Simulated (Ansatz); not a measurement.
# Nudged elastic band run: H₅OPSi

The input (input.yaml):

```yaml
crystal:
  periodic: [false, false, false]
  atoms:
    - { symbol: O, position_ang: [-1.11414, 0.283946, -1.532947] }
    - { symbol: P, position_ang: [-0.429598, 1.163398, -0.224529] }
    - { symbol: Si, position_ang: [0.563638, -0.62263, 0.848737] }
    - { symbol: H, position_ang: [-2.043557, 0.574739, -1.612784] }
    - { symbol: H, position_ang: [0.808792, 1.57234, -0.854084] }
    - { symbol: H, position_ang: [1.508684, -0.090057, 1.890623] }
    - { symbol: H, position_ang: [1.30933, -1.518161, -0.09719] }
    - { symbol: H, position_ang: [-0.51115, -1.420773, 1.526275] }
basis:
  gaussian: { orbitals: def2-SVP }
hamiltonian:
  xc: blyp
neb:
  order_check: false
  images: 5
  f_tol: 0.05
  max_iterations: 60
  final_atoms:
    - { symbol: O, position_ang: [-0.3736398, 0.70590188, -1.74705062] }
    - { symbol: P, position_ang: [-1.04933972, 0.6709154, -0.16744097] }
    - { symbol: Si, position_ang: [0.51906091, -0.71982503, 0.80004173] }
    - { symbol: H, position_ang: [-1.1067723, 0.54536284, -2.37281469] }
    - { symbol: H, position_ang: [-0.43160324, 1.86660252, 0.36698054] }
    - { symbol: H, position_ang: [1.92620439, -0.33672257, 0.44532479] }
    - { symbol: H, position_ang: [0.26490111, -2.1206696, 0.3263276] }
    - { symbol: H, position_ang: [0.34318766, -0.66876343, 2.29273262] }
  initial_path:
    images:
      - { positions_ang: [[-1.11414, 0.283946, -1.532947], [-0.429598, 1.163398, -0.224529], [0.563638, -0.62263, 0.848737], [-2.043557, 0.574739, -1.612784], [0.808792, 1.57234, -0.854084], [1.508684, -0.090057, 1.890623], [1.30933, -1.518161, -0.09719], [-0.51115, -1.420773, 1.526275]] }
      - { positions_ang: [[-1.21541447, 0.37837184, -1.3787508], [-0.26917869, 1.1307554, -0.36619181], [0.57312906, -0.60784239, 0.8143408], [-2.05115753, 0.7359961, -1.26806349], [0.78850175, 1.23559089, -1.16591917], [1.11889937, -0.09298203, 1.9815328], [1.55869669, -1.31391764, 0.14756031], [-0.41147718, -1.52317016, 1.17959236]] }
      - { positions_ang: [[-1.31668893, 0.47279768, -1.2245546], [-0.10875938, 1.0981128, -0.50785461], [0.58262012, -0.59305478, 0.7799446], [-2.05875807, 0.8972532, -0.92334298], [0.7682115, 0.89884177, -1.47775434], [0.72911474, -0.09590707, 2.0724426], [1.80806339, -1.10967427, 0.39231061], [-0.31180436, -1.62556733, 0.83290973]] }
      - { positions_ang: [[-1.4179634, 0.56722352, -1.07035841], [0.05165994, 1.0654702, -0.64951742], [0.59211117, -0.57826717, 0.7455484], [-2.0663586, 1.0585103, -0.57862247], [0.74792125, 0.56209266, -1.78958952], [0.33933011, -0.0988321, 2.16335241], [2.05743008, -0.90543091, 0.63706092], [-0.21213154, -1.72796449, 0.48622709]] }
      - { positions_ang: [[-1.06985554, 0.61344964, -1.29592248], [-0.31533995, 0.93395193, -0.48882527], [0.56776109, -0.62545313, 0.76371284], [-1.7464965, 0.88746114, -1.17668654], [0.35474642, 0.99692928, -1.07073283], [0.8682882, -0.17812892, 1.59067653], [1.45992042, -1.31051047, 0.53348315], [-0.02702514, -1.37489747, 1.0883956]] }
      - { positions_ang: [[-0.72174767, 0.65967576, -1.52148655], [-0.68233984, 0.80243366, -0.32813312], [0.543411, -0.67263908, 0.78187729], [-1.4266344, 0.71641199, -1.77475062], [-0.03842841, 1.4317659, -0.35187615], [1.3972463, -0.25742575, 1.01800066], [0.86241077, -1.71559004, 0.42990537], [0.15808126, -1.02183045, 1.69056411]] }
      - { positions_ang: [[-0.3736398, 0.70590188, -1.74705062], [-1.04933972, 0.6709154, -0.16744097], [0.51906091, -0.71982503, 0.80004173], [-1.1067723, 0.54536284, -2.37281469], [-0.43160324, 1.86660252, 0.36698054], [1.92620439, -0.33672257, 0.44532479], [0.26490111, -2.1206696, 0.3263276], [0.34318766, -0.66876343, 2.29273262]] }
```

Run as:

```bash
$ ansatz run input.yaml --threads 1 --pin off --max-ram 2048MiB --backend cpu --events-out ev --progress --plain --runs-dir out
```

Output, in part (warnings, iteration lines, the closing report on the highest movable image, with atoms numbered from 0):

```
NEB end point (image 0): max|allowed force component| = 8.722e-3 eV/Å (the criterion of neb.relax_end_points is 1.000e-2)
NEB end point (image 6): max|allowed force component| = 6.485e-3 eV/Å (the criterion of neb.relax_end_points is 1.000e-2)
NEB iter   1: max|band force component| = 8.023e1 eV/Å  barrier→ = 35.5291 eV  barrier← = 35.5290 eV  Δτ_max = 0.1985 Å  (178 SCF iters)
NEB iter   2: max|band force component| = 2.555e1 eV/Å  barrier→ = 10.7250 eV  barrier← = 10.7249 eV  Δτ_max = 0.2000 Å  (148 SCF iters)
NEB iter   3: max|band force component| = 1.309e1 eV/Å  barrier→ = 4.2060 eV  barrier← = 4.2059 eV  Δτ_max = 0.1952 Å  (159 SCF iters)
NEB iter   4: max|band force component| = 5.263e0 eV/Å  barrier→ = 1.0938 eV  barrier← = 1.0937 eV  Δτ_max = 0.1971 Å  (154 SCF iters)
NEB iter   5: max|band force component| = 2.241e0 eV/Å  barrier→ = 0.7296 eV  barrier← = 0.7295 eV  Δτ_max = 0.1960 Å  (143 SCF iters)
NEB iter   6: max|band force component| = 2.181e0 eV/Å  barrier→ = 0.6145 eV  barrier← = 0.6144 eV  Δτ_max = 0.2000 Å  (136 SCF iters)
NEB iter   7: max|band force component| = 2.238e0 eV/Å  barrier→ = 0.5248 eV  barrier← = 0.5247 eV  Δτ_max = 0.2000 Å  (147 SCF iters)
NEB iter   8: max|band force component| = 2.325e0 eV/Å  barrier→ = 0.4133 eV  barrier← = 0.4132 eV  Δτ_max = 0.2000 Å  (134 SCF iters)
NEB iter   9: max|band force component| = 2.580e0 eV/Å  barrier→ = 0.3211 eV  barrier← = 0.3210 eV  Δτ_max = 0.1915 Å  (134 SCF iters)
NEB iter  10: max|band force component| = 2.271e0 eV/Å  barrier→ = 0.2389 eV  barrier← = 0.2388 eV  Δτ_max = 0.1529 Å  (136 SCF iters)
NEB iter  11: max|band force component| = 2.016e0 eV/Å  barrier→ = 0.2155 eV  barrier← = 0.2154 eV  Δτ_max = 0.1683 Å  (138 SCF iters)
NEB iter  12: max|band force component| = 1.669e0 eV/Å  barrier→ = 0.2057 eV  barrier← = 0.2056 eV  Δτ_max = 0.1963 Å  (135 SCF iters)
NEB iter  13: max|band force component| = 1.137e0 eV/Å  barrier→ = 0.1748 eV  barrier← = 0.1747 eV  Δτ_max = 0.2000 Å  (138 SCF iters)
NEB iter  14: max|band force component| = 5.539e-1 eV/Å  barrier→ = 0.1717 eV  barrier← = 0.1716 eV  Δτ_max = 0.1973 Å  (136 SCF iters)
NEB iter  15: max|band force component| = 3.002e-1 eV/Å  barrier→ = 0.1104 eV  barrier← = 0.1103 eV  CI = image 3  Δτ_max = 0.0856 Å  (131 SCF iters)
NEB iter  16: max|band force component| = 2.182e-1 eV/Å  barrier→ = 0.0963 eV  barrier← = 0.0962 eV  CI = image 3  Δτ_max = 0.0457 Å  (136 SCF iters)
NEB iter  17: max|band force component| = 1.301e-1 eV/Å  barrier→ = 0.0943 eV  barrier← = 0.0942 eV  CI = image 3  Δτ_max = 0.0439 Å  (135 SCF iters)
NEB iter  18: max|band force component| = 5.648e-2 eV/Å  barrier→ = 0.0929 eV  barrier← = 0.0928 eV  CI = image 3  Δτ_max = 0.0167 Å  (135 SCF iters)
NEB iter  19: max|band force component| = 5.207e-2 eV/Å  barrier→ = 0.0926 eV  barrier← = 0.0925 eV  CI = image 3  Δτ_max = 0.0125 Å  (138 SCF iters)
NEB iter  20: max|band force component| = 3.015e-2 eV/Å  barrier→ = 0.0925 eV  barrier← = 0.0924 eV  CI = image 3  Δτ_max = 0.0000 Å  (254 SCF iters)
Total energy: -19286.66254114 eV, -708.7717754173 hartree
Atom 0 at    -0.762787     0.565337    -1.705162 Å, force    -0.009961     0.009167     0.005506 eV/Å
Atom 1 at    -0.860069     0.924272    -0.030277 Å, force     0.000727     0.002786     0.000748 eV/Å
Atom 2 at     0.584946    -0.716894     0.786509 Å, force    -0.001631     0.003704     0.008823 eV/Å
Atom 3 at    -1.683104     0.507779    -2.028872 Å, force     0.007386    -0.003721    -0.004200 eV/Å
Atom 4 at     0.154073     1.954088     0.022519 Å, force    -0.000055    -0.002250    -0.006607 eV/Å
Atom 5 at     1.901096    -0.161089     1.254744 Å, force    -0.000507     0.000706     0.001971 eV/Å
Atom 6 at     0.820220    -1.717147    -0.306000 Å, force     0.001325    -0.007774    -0.006294 eV/Å
Atom 7 at    -0.062376    -1.413543     1.950640 Å, force     0.002715    -0.002619     0.000052 eV/Å
Dipole moment:    -0.181972     0.023240    -0.003824 e Å
```

The forces met the threshold. A vibrational analysis at the climbing image gives one clearly imaginary mode, 151i cm⁻¹: a first-order saddle point.

Final band (atoms are numbered from 1 in the order of the input):

```
image  path coordinate (Å)  energy (eV)  dihedral O1–P2–Si3–H6 (°)
    0                 0.00        0.000                        167
    1                 0.60        0.021                        148
    2                 1.20        0.068                        128
    3                 1.79        0.092                        107
    4                 2.42        0.068                         86
    5                 3.04        0.021                         65
    6                 3.67        0.000                         46
```

Time of the run: 5.4 min on 1 thread of Intel(R) Xeon(R) Platinum 8259CL CPU @ 2.50GHz (Skylake/Cascade Lake), on a shared host, peak memory 0.25 GiB.
